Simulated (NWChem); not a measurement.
# One shape, several levels: triplet C3H5Cl

Wanted: a comparison of 6 runs (UHF/STO-3G, UHF/3-21G, UPBE/def2-SVP, USVWN5/def2-SVP, UM06-2X/def2-SVP, UPBE0/def2-SVP) of triplet C3H5Cl. 

The calculation is run with NWChem 7.3.0.

2 further runs of the same task are left out: 2 set aside as unsound or not needed. Runs told in other sessions of the task aren't counted.

## (1) The system as given

The species is C3H5Cl (9 atoms), meant as a triplet with charge 0. As SMILES of the parent species, `C=C(C)Cl`. The shape is that of a PBE0-D4/def2-TZVP optimisation. That shape belongs to the parent species and isn't relaxed for this state.

Bond lengths: C1–C2 1.323 Å, C2–C3 1.486 Å, C2–Cl4 1.739 Å, C1–H5 1.081 Å, C1–H6 1.083 Å, C3–H7 1.093 Å, C3–H8 1.093 Å, C3–H9 1.091 Å. Some angles: C1–C2–C3 126.4°, C1–C2–Cl4 119.8°, C3–C2–Cl4 113.8°, C2–C1–H5 122.1°, C2–C1–H6 119.5°, C2–C3–H7 110.6°, C2–C3–H8 110.6°, C2–C3–H9 110.3°, H5–C1–H6 118.4°, H7–C3–H8 107.3°.

## (2) A single-point energy at UHF/STO-3G (run 1)

Input file input.nw:

```
START input
memory total 2200 mb
charge 0
GEOMETRY units angstrom noautosym nocenter noautoz
C    -0.231310    1.302260   -0.474160
C    -0.190530   -0.019610   -0.427330
C     0.323140   -0.847030    0.695450
Cl   -0.777200   -0.951810   -1.773520
H    -0.621600    1.834610   -1.330690
H     0.135450    1.878140    0.367040
H    -0.459760   -1.507750    1.076110
H     1.148070   -1.480680    0.360190
H     0.673750   -0.208140    1.506920
END
BASIS spherical bse
* library STO-3G
END
SCF
triplet
uhf
thresh 1e-08
maxiter 80
print medium
END
TASK scf energy
```

Launch:

```sh
$ nwchem input.nw > input.out
```

What it wrote:

```text
[...]
  functions       =    29
[...]
  wavefunction    = UHF
[...]
         Total SCF energy =   -569.532329822762
      One electron energy =  -1082.143975845830
      Two electron energy =    362.839253750628
 Nuclear repulsion energy =    149.772392272441
                       Sz =      1.0000
                 Sz(Sz+1) =      2.0000
                      S^2 =      2.0253
[...]
```

Wall time 3.6 s (1 thread of Intel Xeon Platinum 8175M at 2.50GHz (Skylake/Cascade Lake), shared host); peak memory 0.099 GiB.

## (3) The energy at UHF/3-21G (run 2)

Input file m1.nw:

```
start m1
memory stack 880 mb heap 220 mb global 1100 mb

geometry noautosym nocenter noautoz
   C       -0.231310       1.302260      -0.474160
   C       -0.190530      -0.019610      -0.427330
   C        0.323140      -0.847030       0.695450
   Cl      -0.777200      -0.951810      -1.773520
   H       -0.621600       1.834610      -1.330690
   H        0.135450       1.878140       0.367040
   H       -0.459760      -1.507750       1.076110
   H        1.148070      -1.480680       0.360190
   H        0.673750      -0.208140       1.506920
end

basis spherical bse
   * library 3-21G
end

scf
   triplet
   uhf
   thresh 1e-08
   maxiter 80
end

task scf
```

Launch:

```sh
$ nwchem m1.nw > m1.out
```

What it wrote:

```text
[...]
  functions       =    50
[...]
  wavefunction    = UHF
[...]
         Total SCF energy =   -573.008602282510
      One electron energy =  -1085.184716005834
      Two electron energy =    362.403721450883
 Nuclear repulsion energy =    149.772392272441
                       Sz =      1.0000
                 Sz(Sz+1) =      2.0000
                      S^2 =      2.0249
[...]
```

Wall time 3.9 s (1 thread of Intel Xeon Platinum 8175M at 2.50GHz (Skylake/Cascade Lake), shared host); peak memory 0.098 GiB.

Run 3 isn't shown in full; the table further down has it.

## (4) The energy at USVWN5/def2-SVP (run 4)

Input file c3h5cl.xyz:

```xyz
9
C3H5Cl energy
C     -0.231310     1.302260    -0.474160
C     -0.190530    -0.019610    -0.427330
C      0.323140    -0.847030     0.695450
Cl    -0.777200    -0.951810    -1.773520
H     -0.621600     1.834610    -1.330690
H      0.135450     1.878140     0.367040
H     -0.459760    -1.507750     1.076110
H      1.148070    -1.480680     0.360190
H      0.673750    -0.208140     1.506920
```

Input file run.py:

```python
from ase.io import read
from ase.calculators.nwchem import NWChem

mol = read('c3h5cl.xyz')

calc = NWChem(
    label='c3h5cl',
    theory='dft',
    memory='2200 mb',
    basis='def2-SVP',
    basispar='spherical bse',
    dft={'xc': 'slater vwn_5', 'mult': '3', 'grid': 'xfine', 'convergence': 'energy 1e-08', 'iterations': '100', 'mulliken': None, 'print': 'low'},
    task='energy',
)
mol.calc = calc

e = mol.get_potential_energy()
print(f"E = {e:.6f} eV")
```

Launch:

```sh
$ export ASE_NWCHEM_COMMAND="nwchem PREFIX.nwi > PREFIX.nwo"
$ python run.py
```

What it wrote:

```text
E = -15633.391772 eV
```

The calculator wrote c3h5cl.nwi:

```
title "c3h5cl"

permanent_dir c3h5cl

scratch_dir c3h5cl

start c3h5cl

geometry units angstrom nocenter noautosym noautoz
  C  -2.3130999999999999e-01 1.3022600000000000e+00 -4.7416000000000003e-01
  C  -1.9053000000000000e-01 -1.9609999999999999e-02 -4.2732999999999999e-01
  C  3.2313999999999998e-01 -8.4702999999999995e-01 6.9545000000000001e-01
  Cl -7.7720000000000000e-01 -9.5181000000000004e-01 -1.7735200000000000e+00
  H  -6.2160000000000004e-01 1.8346100000000001e+00 -1.3306899999999999e+00
  H  1.3544999999999999e-01 1.8781399999999999e+00 3.6703999999999998e-01
  H  -4.5976000000000000e-01 -1.5077499999999999e+00 1.0761099999999999e+00
  H  1.1480699999999999e+00 -1.4806800000000000e+00 3.6019000000000001e-01
  H  6.7374999999999996e-01 -2.0813999999999999e-01 1.5069200000000000e+00
end

memory 2200 mb

basis spherical bse noprint
   * library def2-SVP
end

dft
  xc slater vwn_5
  mult 3
  grid xfine
  convergence energy 1e-08
  iterations 100
  mulliken
  print low
end

task dft energy
```

c3h5cl.nwo, shortened:

```text
[...]
         Total DFT energy =     -574.516555603428
      One electron energy =    -1088.604368330635
           Coulomb energy =      408.053332486197
    Exchange-Corr. energy =      -43.737912031430
 Nuclear repulsion energy =      149.772392272441
[... 29 lines left out ...]
     -------------------------------------------
      Total Density - Lowdin Population Analysis
[...]
      <S2> =      2.0035 (Exact =     2.0000)
[...]
```

Run time: 35 s. Hardware: 1 thread of Intel Xeon Platinum 8175M at 2.50GHz (Skylake/Cascade Lake), shared host; peak memory 0.14 GiB.

Run 5 isn't shown in full; the table further down has it.

## (5) The energy at UPBE0/def2-SVP (run 6)

Input file run.py:

```python
from ase import Atoms
from ase.calculators.nwchem import NWChem

system = Atoms(['C', 'C', 'C', 'Cl', 'H', 'H', 'H', 'H', 'H'], positions=[
    [-0.231310, 1.302260, -0.474160],
    [-0.190530, -0.019610, -0.427330],
    [0.323140, -0.847030, 0.695450],
    [-0.777200, -0.951810, -1.773520],
    [-0.621600, 1.834610, -1.330690],
    [0.135450, 1.878140, 0.367040],
    [-0.459760, -1.507750, 1.076110],
    [1.148070, -1.480680, 0.360190],
    [0.673750, -0.208140, 1.506920],
])

calc = NWChem(
    label='work',
    theory='dft',
    memory='2200 mb',
    basis='def2-SVP',
    basispar='spherical bse',
    dft={'xc': 'pbe0', 'mult': '3', 'grid': 'xfine', 'convergence': 'energy 1e-08', 'iterations': '100', 'mulliken': None},
    task='energy',
)
system.calc = calc

print("Total energy (eV):", round(system.get_potential_energy(), 6))
```

Launch:

```sh
$ export ASE_NWCHEM_COMMAND="nwchem PREFIX.nwi > PREFIX.nwo"
$ python run.py
```

What it wrote:

```text
Total energy (eV): -15696.246441
```

The calculator wrote work.nwi:

```
title "work"

permanent_dir work

scratch_dir work

start work

geometry units angstrom nocenter noautosym noautoz
  C  -2.3130999999999999e-01 1.3022600000000000e+00 -4.7416000000000003e-01
  C  -1.9053000000000000e-01 -1.9609999999999999e-02 -4.2732999999999999e-01
  C  3.2313999999999998e-01 -8.4702999999999995e-01 6.9545000000000001e-01
  Cl -7.7720000000000000e-01 -9.5181000000000004e-01 -1.7735200000000000e+00
  H  -6.2160000000000004e-01 1.8346100000000001e+00 -1.3306899999999999e+00
  H  1.3544999999999999e-01 1.8781399999999999e+00 3.6703999999999998e-01
  H  -4.5976000000000000e-01 -1.5077499999999999e+00 1.0761099999999999e+00
  H  1.1480699999999999e+00 -1.4806800000000000e+00 3.6019000000000001e-01
  H  6.7374999999999996e-01 -2.0813999999999999e-01 1.5069200000000000e+00
end

memory 2200 mb

basis spherical bse noprint
   * library def2-SVP
end

dft
  xc pbe0
  mult 3
  grid xfine
  convergence energy 1e-08
  iterations 100
  mulliken
end

task dft energy
```

work.nwo:

```text
Northwest Computational Chemistry Package (NWChem) 7.3.0
             --------------------------------------------------------

           Job information
           ---------------

    nwchem branch   = 7.3.0
    use scalapack   = T
    input           = work.nwi
    prefix          = work.
    data base       = work/work.db
    status          = startup
    nproc           =        1

           Memory information
           ------------------

    heap     =     72089600 doubles =      550.0 Mbytes
    stack    =     72089597 doubles =      550.0 Mbytes
    global   =    144179200 doubles =     1100.0 Mbytes (distinct from heap & stack)
    total    =    288358397 doubles =     2200.0 Mbytes
    verify   = yes
    hardfail = no

           Directory information
           ---------------------

  0 permanent = work
  0 scratch   = work

                                NWChem Input Module
                                -------------------

                                       work
                                       ----

[... 25 lines left out ...]
            Nuclear Dipole moment (a.u.)
[... 67 lines left out ...]
  convergence criterion.
[... 16 lines left out ...]
          Convergence on density requested:  1.00D-05
[... 22 lines left out ...]
          Spatial weights used:  Erf1
[... 3 lines left out ...]
          Convergence aids based upon iterative change in
[... 89 lines left out ...]
         Total DFT energy =     -576.826422115744
[... 1 line left out ...]
           Coulomb energy =      408.290603452257
[... 1 line left out ...]
 Nuclear repulsion energy =      149.772392272441
[... 606 lines left out ...]
                     DFT Final Beta Molecular Orbital Analysis
[... 678 lines left out ...]
   alpha     71     72     73     74     75     76     77     78     79     80
    beta     71     72     74     73     75     76     77     78     79     80
 overlap   0.996  0.992  0.987  0.999  0.993  0.986  0.998  0.997  0.993  0.988

   alpha     81     82     83     84     85
    beta     81     82     83     84     85
 overlap   0.985  0.996  1.000  0.999  1.000

     --------------------------
     Expectation value of S2:
     --------------------------
      <S2> =      2.0082 (Exact =     2.0000)

 center of mass
 --------------
 x =  -0.68319918 y =  -0.68460677 z =  -1.55377293

 moments of inertia (a.u.)
 ------------------
         489.111258219330         -25.031890233660        -115.778136533180
         -25.031890233660         324.003561507718         -63.408286052843
        -115.778136533180         -63.408286052843         278.848632655126

     Multipole analysis of the density
     ---------------------------------

     L   x y z        total         alpha         beta         nuclear
     -   - - -        -----         -----         ----         -------
     0   0 0 0     -0.000000    -21.000000    -19.000000     40.000000

     1   1 0 0      0.178903     12.748844     11.861741    -24.431681
[... 8 lines of this table left out ...]
     2   0 0 2    -23.847572   -129.264165   -124.138177    229.554770

 Task  times  cpu:       97.5s     wall:       97.5s
 Total times  cpu:       97.5s     wall:       97.5s
```

Wall time 99 s (1 thread of Intel Xeon Platinum 8175M at 2.50GHz (Skylake/Cascade Lake), shared host); peak memory 0.14 GiB.

## (6) All runs side by side

```csv
run,level,iteration cap,module,energy (Eh),dipole moment (D),HOMO energy (eV),⟨S²⟩,wall time
1,UHF/STO-3G,80,scf,-569.532330,2.13,-5.51,2.025,3.6 s
2,UHF/3-21G,80,scf,-573.008602,2.13,-6.71,2.025,3.9 s
3,UPBE/def2-SVP,100,dft,-576.764480,–,–,2.005,79 s
4,USVWN5/def2-SVP,100,dft,-574.516556,–,–,2.003,35 s
5,UM06-2X/def2-SVP,100,dft,-577.033687,1.29,-4.08,2.009,2.4 min
6,UPBE0/def2-SVP,100,dft,-576.826422,1.19,-3.11,2.008,99 s
```

## (7) What came out

| quantity | value |
| --- | --- |
| run 6: total energy | -576.82642 Eh |
| run 6: dipole moment | 1.19 D |
| run 6: HOMO energy (highest over α and β) | -3.11 eV |
| run 6: ⟨S²⟩ | 2.008 |

In words: Over runs 1, 2, 5, 6 the dipole moment (its size) runs from 1.19 D (UPBE0/def2-SVP) to 2.13 D (UHF/3-21G). The two ends differ in method and basis. Totals of different functionals can't be ranked against each other. In run 1 the basis is minimal, so the values are rough. All runs together took 6.1 min, the longest 2.4 min.
